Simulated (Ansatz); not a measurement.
# doublet CF3 at 6 levels

Wanted: a comparison of 6 runs (UB3LYP/def2-SVPD, UBHLYP/def2-SVPD, UCAM-B3LYP/def2-SVPD, USVWN5/def2-SVPD, RPA@PBE/def2-SVPD, UMP2/def2-SVPD) of doublet CF3. 

The calculation is run with Ansatz 0.2.0.

2 further runs of the same task are left out: 2 set aside as unsound or not needed.

### 1 Starting point

The species is CF3 (4 atoms), meant as a doublet with charge 0. SMILES of the parent species: `F[C+](F)F`. The shape is that of a PBE0-D4/def2-TZVP optimisation. That shape belongs to the parent species and isn't relaxed for this state.

Bond lengths: F1–C2 1.230 Å, C2–F3 1.230 Å, C2–F4 1.230 Å. Angles: F1–C2–F3 120.0°, F1–C2–F4 120.0°, F3–C2–F4 120.0°.

### 2 A single-point energy at UB3LYP/def2-SVPD (run 1)

Input file input.yaml:

```yaml
crystal:
  periodic: [false, false, false]
  atoms:
    - symbol: F
      position_ang: [0.698600, -0.114600, 1.005400]
    - symbol: C
      position_ang: [0.000000, 0.000000, -0.000000]
    - symbol: F
      position_ang: [-0.609500, -0.973400, -0.439400]
    - symbol: F
      position_ang: [-0.089000, 1.088000, -0.566000]
basis:
  gaussian:
    orbitals: def2-SVPD
magnetization:
  spin_polarized: true
  initial_magnetization: 1
hamiltonian:
  xc: {name: B3LYP}
accuracy: high
output: {orbitals: {seedname: orbitals}}
```

Run with:

```sh
$ ansatz run input.yaml --threads 1 --pin off --max-ram 3480MiB --events-out events.jsonl --progress --plain --runs-dir runs
```

Output:

```text
Warning: RAYON_NUM_THREADS=1 ignored (pool sized by the plan → 1); use --threads N
Functional definition: B3LYP
  name "B3LYP"
  parameter a0 = 0.2
  parameter ax = 0.72
  parameter ac = 0.81
  exchange = (1 - a0 - ax)*slater_x + ax*b88_x + a0*exact_x
  correlation = (1 - ac)*vwn_rpa_c + ac*lyp_c
1754 factors; integrals over basis functions are off by at most 2.5e-9 eV
mean field evaluation 1: about -9175.7484 eV, gradient 2.4e1 eV
mean field evaluation 2: about -9174.8693 eV, gradient 3.0e1 eV
mean field evaluation 4: about -9177.2414 eV, gradient 5.3e-1 eV
mean field evaluation 8: about -9177.3900 eV, gradient 1.6e-2 eV
mean field evaluation 16: about -9177.3900 eV, gradient 5.4e-6 eV
mean field -9177.39001594 eV, -337.2628624275 hartree, gradient 5.3e-8 eV, S^2 0.752793; 0 other end points of the search recorded, 0 dependent functions left out
reference -9177.39004781 eV, -337.2628635986 hartree; 17, 16 occupied and 72, 73 virtual orbitals, 1754 factors
Total energy: -9177.39004781 eV, -337.2628635986 hartree
```

Run time: 9 s. Hardware: 1 thread of Arm Neoverse V1, shared host; peak memory 0.32 GiB.

### 3 A single-point energy at UBHLYP/def2-SVPD (run 2)

Input file molecule.yaml:

```yaml
crystal:
  periodic: [false, false, false]
  atoms:
    - symbol: F
      position_ang: [0.698600, -0.114600, 1.005400]
    - symbol: C
      position_ang: [0.000000, 0.000000, -0.000000]
    - symbol: F
      position_ang: [-0.609500, -0.973400, -0.439400]
    - symbol: F
      position_ang: [-0.089000, 1.088000, -0.566000]
basis:
  gaussian:
    orbitals: def2-SVPD
magnetization:
  spin_polarized: true
  initial_magnetization: 1
hamiltonian:
  xc: {name: BHLYP}
accuracy: high
output: {orbitals: {seedname: orbitals}}
```

Run with:

```sh
$ ansatz run molecule.yaml --threads 1 --pin off --max-ram 3480MiB --events-out events.jsonl --progress --plain --runs-dir runs
```

Output:

```text
Warning: RAYON_NUM_THREADS=1 ignored (pool sized by the plan → 1); use --threads N
Functional definition: BHLYP
  name "BHLYP"
  parameter a = 0.5
  exchange = (1 - a)*b88_x + a*exact_x
  correlation = lyp_c
1754 factors; integrals over basis functions are off by at most 2.5e-9 eV
mean field evaluation 1: about -9172.4549 eV, gradient 2.2e1 eV
mean field evaluation 2: about -9172.7534 eV, gradient 2.0e1 eV
mean field evaluation 4: about -9173.8702 eV, gradient 2.9e-1 eV
mean field evaluation 8: about -9173.8733 eV, gradient 6.6e-3 eV
mean field evaluation 16: about -9173.8733 eV, gradient 1.1e-6 eV
mean field -9173.87329779 eV, -337.1336254191 hartree, gradient 4.8e-8 eV, S^2 0.754668; 0 other end points of the search recorded, 0 dependent functions left out
reference -9173.87331954 eV, -337.1336262184 hartree; 17, 16 occupied and 72, 73 virtual orbitals, 1754 factors
Total energy: -9173.87331954 eV, -337.1336262184 hartree
```

It took 8.1 s on 1 thread of Arm Neoverse V1, shared host; peak memory 0.32 GiB.

Runs 3 to 4 aren't shown in full; the table further down has their settings and results.

### 4 A single-point energy at RPA@PBE/def2-SVPD (run 5)

Input file run.yaml:

```yaml
crystal:
  periodic: [false, false, false]
  atoms:
    - {symbol: F, position_ang: [0.698600, -0.114600, 1.005400]}
    - {symbol: C, position_ang: [0.000000, 0.000000, -0.000000]}
    - {symbol: F, position_ang: [-0.609500, -0.973400, -0.439400]}
    - {symbol: F, position_ang: [-0.089000, 1.088000, -0.566000]}
basis:
  gaussian:
    orbitals: def2-SVPD
accuracy: high
magnetization:
  spin_polarized: true
  initial_magnetization: 1
hamiltonian:
  xc: pbe
correlation:
  method: rpa
  frozen_orbitals: {C: 1, F: 1}
```

Run with:

```sh
$ ansatz run run.yaml --threads 1 --pin off --max-ram 3480MiB --events-out events.jsonl --progress --plain --runs-dir runs
```

Output:

```text
Warning: RAYON_NUM_THREADS=1 ignored (pool sized by the plan → 1); use --threads N
Functional definition: PBE
  name "PBE"
  parameter kappa = 0.804
  parameter beta = 0.06672455060314922
  exchange = pbe_x(kappa = kappa, mu = beta*pi^2/3)
  correlation = pbe_c(beta = beta)
1754 factors; integrals over basis functions are off by at most 2.5e-9 eV
mean field evaluation 1: about -9167.1342 eV, gradient 2.3e1 eV
mean field evaluation 2: about -9167.1325 eV, gradient 2.3e1 eV
mean field evaluation 4: about -9168.6658 eV, gradient 3.7e0 eV
mean field evaluation 8: about -9168.7128 eV, gradient 1.3e-2 eV
mean field evaluation 16: about -9168.7128 eV, gradient 1.2e-6 eV
mean field -9168.71277330 eV, -336.9439796421 hartree, gradient 3.1e-8 eV, S^2 0.752008; 1 other end points of the search recorded, 0 dependent functions left out
4 core orbitals not correlated: weight in the atoms' cores, before any rotation towards them, 1.000 or more for the frozen orbitals, at most 0.000 for the correlated occupied ones
reference -9136.94447525 eV, -335.7765162220 hartree; 13, 12 occupied and 72, 73 virtual orbitals, 1754 factors
Total energy: -9164.03727059 eV, -336.7721580866 hartree
```

It took 9.9 s on 1 thread of Arm Neoverse V1, shared host; peak memory 0.31 GiB.

### 5 A single-point energy at UMP2/def2-SVPD (run 6)

Input file input.yaml:

```yaml
crystal:
  periodic: [false, false, false]
  atoms:
    - {symbol: F, position_ang: [0.698600, -0.114600, 1.005400]}
    - {symbol: C, position_ang: [0.000000, 0.000000, -0.000000]}
    - {symbol: F, position_ang: [-0.609500, -0.973400, -0.439400]}
    - {symbol: F, position_ang: [-0.089000, 1.088000, -0.566000]}
basis:
  gaussian: {orbitals: def2-SVPD}
magnetization: {spin_polarized: true, initial_magnetization: 1}
correlation: {method: mp2, frozen_orbitals: {C: 1, F: 1}}
accuracy: high
```

Run with:

```sh
$ ansatz run input.yaml --threads 1 --pin off --max-ram 3480MiB --events-out events.jsonl --progress --plain --runs-dir runs
```

Output:

```text
Warning: RAYON_NUM_THREADS=1 ignored (pool sized by the plan → 1); use --threads N
Functional definition: HF
  name "HF"
  exchange = exact_x
  correlation = 0
1754 factors; integrals over basis functions are off by at most 2.5e-9 eV
mean field evaluation 1: about -9135.8263 eV, gradient 2.4e1 eV
mean field evaluation 2: about -9135.8313 eV, gradient 2.4e1 eV
mean field evaluation 4: about -9137.9355 eV, gradient 2.4e0 eV
mean field evaluation 8: about -9137.9956 eV, gradient 9.5e-2 eV
mean field -9137.99571355 eV, -335.8151485171 hartree, gradient 8.0e-8 eV, S^2 0.760364; 0 other end points of the search recorded, 0 dependent functions left out
4 core orbitals not correlated: weight in the atoms' cores, before any rotation towards them, 1.000 or more for the frozen orbitals, at most 0.000 for the correlated occupied ones
reference -9137.99571355 eV, -335.8151485171 hartree; 13, 12 occupied and 72, 73 virtual orbitals, 1754 factors
second order -18.37549881 eV of doubles, -0.00000000 eV of singles
Total energy: -9156.37121236 eV, -336.4904356428 hartree
```

It took 2.9 s on 1 thread of Arm Neoverse V1, shared host; peak memory 0.26 GiB.

### 6 All runs side by side

```csv
run,level,frozen core orbitals,energy (Eh),HOMO energy (eV),LUMO energy (eV),⟨S²⟩,wall time
1,UB3LYP/def2-SVPD,–,-337.262864,-3.94,-0.13,0.753,9 s
2,UBHLYP/def2-SVPD,–,-337.133626,-5.89,0.64,0.755,8.1 s
3,UCAM-B3LYP/def2-SVPD,–,-337.184514,-5.76,0.79,0.753,9.9 s
4,USVWN5/def2-SVPD,–,-335.050069,-2.50,-0.99,0.751,3.9 s
5,RPA@PBE/def2-SVPD,4,-336.772158,–,–,0.752,9.9 s
6,UMP2/def2-SVPD,4,-336.490436,–,–,0.760,2.9 s
```

### 7 Results

| quantity | value |
| --- | --- |
| run 6: total energy | -336.49044 Eh |
| run 6: correlation energy (4 core orbitals frozen) | -675.3 mEh |
| run 6: ⟨S²⟩ of the reference determinant | 0.760 |

**Reading.** Totals of different functionals can't be ranked against each other. All runs together took 44 s, the longest 9.9 s.
